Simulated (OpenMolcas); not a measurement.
**A workflow on HS (SMILES [SH])**

Wanted: a single-point energy (UHF/3-21G), then the energy (CASSCF(3,3)/3-21G), then a single-point energy (CASPT2(3,3)/3-21G), then the energy (SC-NEVPT2(3,3)/3-21G), then a single-point energy (MRCI(3,3)/3-21G) of HS. 

The results are computed with OpenMolcas 26.06.

2 further runs of the same task are left out: 2 set aside as unsound or not needed.

### Step 1. The structure to begin with

The species is HS (2 atoms), meant as a doublet with charge 0. SMILES: `[SH]`. The S1–H2 distance was set to 3.364 Å, away from the relaxed value.

### Step 2. A single-point energy at UHF/3-21G (run 1)

File step1.input:

```
>>> EXPORT MOLCAS_PRINT=2

&gateway
  baslib=$CurrDir
  coord
  2
  bohr
  S      4.34303472    -1.41963407     2.23334825
  H     -1.08576104     0.35490946    -0.55833848
  basis=3-21G
  group=NoSym

&seward

&scf
  uhf
  spin=2
  scramble=0.25
  prorbitals=1 1
```

The basis set 3-21G is read from a file made from the Basis Set Exchange's data (not shown).

The run is started by

```
$ export MOLCAS_MEM=1860
$ pymolcas step1.input > step1.log
```

Standard output:

```text
--- Start Module: gateway ---
[...]
--- Stop Module: gateway /rc=_RC_ALL_IS_WELL_ ---
--- Start Module: seward ---
[...]
      Basis functions           15
--- Stop Module: seward /rc=_RC_ALL_IS_WELL_ ---
--- Start Module: scf ---
[...]
       Convergence after  14 Iterations
[...]
::    Total SCF energy                               -396.0481008038
[...]
      Total spin, S                                     0.9115871326
[...]
      Total electronic charge=   17.000000
      Total            charge=   -0.000000
[...]
      Dipole Moment (debye):
      Origin of the operator (angstrom)=    2.2104   -0.7225    1.1367
                   X= -2.7125E-02               Y=  8.8663E-03               Z= -1.3949E-02           Total=  3.1764E-02
      Quadrupole Moment (debye*angstrom):
[...]
--- Stop Module: scf /rc=_RC_ALL_IS_WELL_ ---
[...]
```

It took 1.7 s on 1 thread of Intel Xeon Platinum 8488C (Sapphire Rapids), shared host; peak memory 0.37 GiB.

### Step 3. A single-point energy at CASSCF(3,3)/3-21G (run 2)

File step2.inp:

```
&GATEWAY
  BASLIB=$CurrDir
  COORD
  2
  bohr
  S      4.34303472    -1.41963407     2.23334825
  H     -1.08576104     0.35490946    -0.55833848
  BASIS=3-21G
  GROUP=NoSym

&SEWARD

&RASSCF
  FILEORB=$CurrDir/step1.UnaOrb
  SPIN=2
  NACTEL=3 0 0
  INACTIVE=7
  RAS2=3
  ORBLISTING=Nothing
```

The basis set 3-21G is read from a file made from the Basis Set Exchange's data (not shown).

The run is started by

```
$ export MOLCAS_MEM=1860
$ pymolcas step2.inp > step2.log
```

Standard output:

```text
--- Start Module: gateway ---
[...]
--- Stop Module: gateway /rc=_RC_ALL_IS_WELL_ ---
--- Start Module: seward ---
[...]
      Basis functions           15
--- Stop Module: seward /rc=_RC_ALL_IS_WELL_ ---
--- Start Module: rasscf ---
[...]
      Number of active orbitals                  3
[...]
      Spin quantum number                      0.5
[...]
      Active orbitals                            3
[...]
      Number of CSFs                             8
[...]
      Number of root(s) required                 1
[...]
      Convergence after  6 iterations
[...]
      printout of CI-coefficients larger than  0.05 for root  1
      energy=    -396.048473
      conf/sym  111     Coeff  Weight
             1  2u0  -0.67400 0.45428
             4  udu  -0.41596 0.17302
             6  uud  -0.24015 0.05767
             8  0u2  -0.56127 0.31503
      Natural orbitals and occupation numbers for root  1
      sym 1:   1.139251   1.000000   0.860749
      ************************************************************************************************************************
      *                                                    Final results                                                     *
[...]
::    RASSCF root number  1 Total energy:   -396.04847270
[...]
      Total electronic charge=   17.000000
      Total            charge=   -0.000000
[...]
      Dipole Moment (debye):
      Origin of the operator (angstrom)=    2.2104   -0.7225    1.1367
                   X= -3.1451E-02               Y=  1.0281E-02               Z= -1.6174E-02           Total=  3.6830E-02
      Quadrupole Moment (debye*angstrom):
[...]
--- Stop Module: rasscf /rc=_RC_ALL_IS_WELL_ ---
[...]
```

It took 1.7 s on 1 thread of Intel Xeon Platinum 8488C (Sapphire Rapids), shared host; peak memory 0.37 GiB.

### Step 4. The energy at CASPT2(3,3)/3-21G (run 3)

File step3.inp:

```
* HS CASPT2
&gateway
baslib
$CurrDir
coord
2
bohr
S      4.34303472    -1.41963407     2.23334825
H     -1.08576104     0.35490946    -0.55833848
basis
3-21G
group
NoSym
&seward
&rasscf
fileorb
$CurrDir/step2.RasOrb
spin
2
nactel
3 0 0
inactive
7
ras2
3
orblisting
Nothing
&caspt2
imaginary
0.1
frozen
5
```

The basis set 3-21G is read from a file made from the Basis Set Exchange's data (not shown).

The run is started by

```
$ export MOLCAS_MEM=1860
$ pymolcas step3.inp > step3.log
```

Standard output:

```text
--- Start Module: gateway ---
[...]
--- Stop Module: gateway /rc=_RC_ALL_IS_WELL_ ---
[...]
      Basis functions           15
[...]
--- Start Module: rasscf ---
[...]
      Number of active orbitals                  3
[...]
      Spin quantum number                      0.5
[...]
      Active orbitals                            3
[...]
      Number of CSFs                             8
[...]
      Number of root(s) required                 1
[...]
      Convergence after  4 iterations
[...]
      printout of CI-coefficients larger than  0.05 for root  1
      energy=    -396.048473
      conf/sym  111     Coeff  Weight
             1  2u0  -0.67400 0.45428
             4  udu  -0.41596 0.17302
             6  uud  -0.24015 0.05767
             8  0u2  -0.56127 0.31503
      Natural orbitals and occupation numbers for root  1
      sym 1:   1.139250   1.000000   0.860750
      ************************************************************************************************************************
      *                                                    Final results                                                     *
[...]
::    RASSCF root number  1 Total energy:   -396.04847270
[...]
      Total electronic charge=   17.000000
      Total            charge=   -0.000000
[...]
      Dipole Moment (debye):
      Origin of the operator (angstrom)=    2.2104   -0.7225    1.1367
                   X= -3.1451E-02               Y=  1.0280E-02               Z= -1.6174E-02           Total=  3.6830E-02
      Quadrupole Moment (debye*angstrom):
[...]
--- Stop Module: rasscf /rc=_RC_ALL_IS_WELL_ ---
--- Start Module: caspt2 ---
[...]
 ###    WARNING: User changed nr of frozen orbitals.                         ###
 ###############################################################################
[...]
      E2 (Variational):          -0.0213868486
      Total energy:            -396.0698595535
[...]
      Reference weight:           0.99089
[...]
::    CASPT2 Root  1     Total energy:   -396.06985955
[...]
--- Stop Module: caspt2 /rc=_RC_ALL_IS_WELL_ ---
[...]
```

It took 1.8 s on 1 thread of Intel Xeon Platinum 8488C (Sapphire Rapids), shared host; peak memory 0.37 GiB.

### Step 5. A single-point energy at SC-NEVPT2(3,3)/3-21G (run 4)

File step4.input:

```
* HS NEVPT2
>>> EXPORT MOLCAS_PRINT=2

&GATEWAY
 BasLib=$CurrDir
 Coord
 2
 bohr
 S      4.34303472    -1.41963407     2.23334825
 H     -1.08576104     0.35490946    -0.55833848
 Basis=3-21G
 Group=NoSym

&SEWARD

&RASSCF
 FileOrb=$CurrDir/step2.RasOrb
 Spin=2
 Nactel=3 0 0
 Inactive=7
 Ras2=3
 OrbListing=Nothing

&CASPT2
 SC-NEVPT2
 Frozen=5
```

The basis set 3-21G is read from a file made from the Basis Set Exchange's data (not shown).

The run is started by

```
$ export MOLCAS_MEM=1860
$ pymolcas step4.input > step4.log
```

Standard output:

```text
--- Start Module: gateway ---
[...]
--- Stop Module: gateway /rc=_RC_ALL_IS_WELL_ ---
[...]
      Basis functions           15
[...]
--- Start Module: rasscf ---
[...]
      Number of active orbitals                  3
[...]
      Spin quantum number                      0.5
[...]
      Active orbitals                            3
[...]
      Number of CSFs                             8
[...]
      Number of root(s) required                 1
[...]
      Convergence after  4 iterations
[...]
      printout of CI-coefficients larger than  0.05 for root  1
      energy=    -396.048473
      conf/sym  111     Coeff  Weight
             1  2u0  -0.67400 0.45428
             4  udu  -0.41596 0.17302
             6  uud  -0.24015 0.05767
             8  0u2  -0.56127 0.31503
      Natural orbitals and occupation numbers for root  1
      sym 1:   1.139250   1.000000   0.860750
      ************************************************************************************************************************
      *                                                    Final results                                                     *
[...]
::    RASSCF root number  1 Total energy:   -396.04847270
[...]
      Total electronic charge=   17.000000
      Total            charge=   -0.000000
[...]
      Dipole Moment (debye):
      Origin of the operator (angstrom)=    2.2104   -0.7225    1.1367
                   X= -3.1451E-02               Y=  1.0280E-02               Z= -1.6174E-02           Total=  3.6830E-02
      Quadrupole Moment (debye*angstrom):
[...]
--- Stop Module: rasscf /rc=_RC_ALL_IS_WELL_ ---
--- Start Module: caspt2 ---
[...]
 ###    WARNING: User changed nr of frozen orbitals.                         ###
 ###############################################################################
[...]
      E2 (Variational):          -0.0205694049
[...]
      E2 (Variational):          -0.0205604969
      Total energy:            -396.0690332019
[...]
      Reference weight:           0.99160
[...]
::    SC-NEVPT2 Root  1     Total energy:   -396.06903320
[...]
--- Stop Module: caspt2 /rc=_RC_ALL_IS_WELL_ ---
[...]
```

It took 1.7 s on 1 thread of Intel Xeon Platinum 8488C (Sapphire Rapids), shared host; peak memory 0.37 GiB.

### Step 6. A single-point energy at MRCI(3,3)/3-21G (run 5)

File step5.input:

```
* HS MRCI

&GATEWAY
 BASLIB = $CurrDir
 COORD
 2
 bohr
 S      4.34303472    -1.41963407     2.23334825
 H     -1.08576104     0.35490946    -0.55833848
 BASIS = 3-21G
 GROUP = NoSym

&SEWARD

&RASSCF
 FILEORB = $CurrDir/step2.RasOrb
 SPIN = 2
 NACTEL = 3 0 0
 INACTIVE = 7
 RAS2 = 3
 ORBLISTING = Nothing

&MOTRA
 LUMORB
 FROZEN = 5

&GUGA
 ELECTRONS = 7
 SPIN = 2
 INACTIVE = 2
 ACTIVE = 3
 CIALL = 1

&MRCI
 SDCI
```

The basis set 3-21G is read from a file made from the Basis Set Exchange's data (not shown).

The run is started by

```
$ export MOLCAS_MEM=1860
$ pymolcas step5.input > step5.log
```

Standard output:

```text
--- Start Module: gateway ---
[...]
--- Stop Module: gateway /rc=_RC_ALL_IS_WELL_ ---
[...]
      Basis functions           15
[...]
      Number of active orbitals                  3
[...]
      Spin quantum number                      0.5
[...]
      Active orbitals                            3
[...]
      Number of CSFs                             8
[...]
      Number of root(s) required                 1
[...]
      Convergence after  4 iterations
[...]
      printout of CI-coefficients larger than  0.05 for root  1
      energy=    -396.048473
      conf/sym  111     Coeff  Weight
             1  2u0  -0.67400 0.45428
             4  udu  -0.41596 0.17302
             6  uud  -0.24015 0.05767
             8  0u2  -0.56127 0.31503
      Natural orbitals and occupation numbers for root  1
      sym 1:   1.139250   1.000000   0.860750
      ************************************************************************************************************************
      *                                                    Final results                                                     *
[...]
::    RASSCF root number  1 Total energy:   -396.04847270
[...]
      Dipole Moment (debye):
      Origin of the operator (angstrom)=    2.2104   -0.7225    1.1367
                   X= -3.1451E-02               Y=  1.0280E-02               Z= -1.6174E-02           Total=  3.6830E-02
      Quadrupole Moment (debye*angstrom):
[...]
      *** WARNING: Default frozen orbitals is overwritten by user input.
      *** Default values:   5
[...]
--- Start Module: guga ---
[...]
--- Stop Module: guga /rc=_RC_ALL_IS_WELL_ ---
--- Start Module: mrci ---
[...]
       (But an ACPF correction will be computed)
       USE THE DEFAULT ACPF G-VALUE GFAC=  0.28571428571428570
[...]
                      CI ENERGY:  -396.07480293
[...]
                ACPF CORRECTION:    -0.00026765
[...]
      Total electronic charge=   17.000000
      Total            charge=   -0.000000
[...]
     ACPF CORRECTION:     -0.00026765
[...]
  CI State   1     Total energy:   -396.07480293     QDav:     -0.00037623     QACPF:     -0.00026765
[...]
--- Stop Module: mrci /rc=_RC_ALL_IS_WELL_ ---
[...]
```

Run time: 1.8 s. Hardware: 1 thread of Intel Xeon Platinum 8488C (Sapphire Rapids), shared host; peak memory 0.37 GiB.

### Step 7. Summary of results

```
                                                   quantity          value
                             run 1, UHF/3-21G: total energy  -396.04810 Eh
                            run 1, UHF/3-21G: dipole moment         0.03 D
       run 1, UHF/3-21G: HOMO energy (highest over α and β)       -9.93 eV
        run 1, UHF/3-21G: LUMO energy (lowest over α and β)        0.39 eV
                                     run 1, UHF/3-21G: ⟨S²⟩          1.743
                     run 2, CASSCF(3,3)/3-21G: total energy  -396.04847 Eh
   run 2, CASSCF(3,3)/3-21G: dipole moment (CASSCF density)         0.04 D
                     run 3, CASPT2(3,3)/3-21G: total energy  -396.06986 Eh
   run 3, CASPT2(3,3)/3-21G: dipole moment (CASSCF density)         0.04 D
                  run 4, SC-NEVPT2(3,3)/3-21G: total energy  -396.06903 Eh
run 4, SC-NEVPT2(3,3)/3-21G: dipole moment (CASSCF density)         0.04 D
                       run 5, MRCI(3,3)/3-21G: total energy  -396.07480 Eh
     run 5, MRCI(3,3)/3-21G: dipole moment (CASSCF density)         0.04 D
```

In words: ⟨S²⟩ (run 1, UHF/3-21G) is 1.74 where a pure doublet has 0.75: the reference is spin-contaminated.
